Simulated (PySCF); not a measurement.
Coordinates in bohr (charge 1 multiplicity 2):
```
C     0.0957    0.0266    0.0000
H    -0.5699   -0.1586    1.9574
H    -0.5699   -0.1586   -1.9574
```

Level of theory: PySCF, UPBE0, basis C def2-TZVP, H def2-TZVP (no relativity, density fitting).

This geometry of [CH2]+ is a stationary point at this level.

Q: What is the point group?

A: C2v.

Q: Is it a minimum?

A: Yes: all harmonic wavenumbers are real.

Q: What are the dipole moment and the gap between the highest occupied and lowest empty levels of either spin?

A: 0.71 D about the centre of mass and 4.73 eV.

Q: Give the ideal-gas entropy at 298.15 K and 1 bar by parts.

A: translation 141.8, rotation 43.5, vibration 0.5, spin 5.8; total 191.6 J/(mol K).

Only a few start shapes were tried, so a lower isomer may exist.
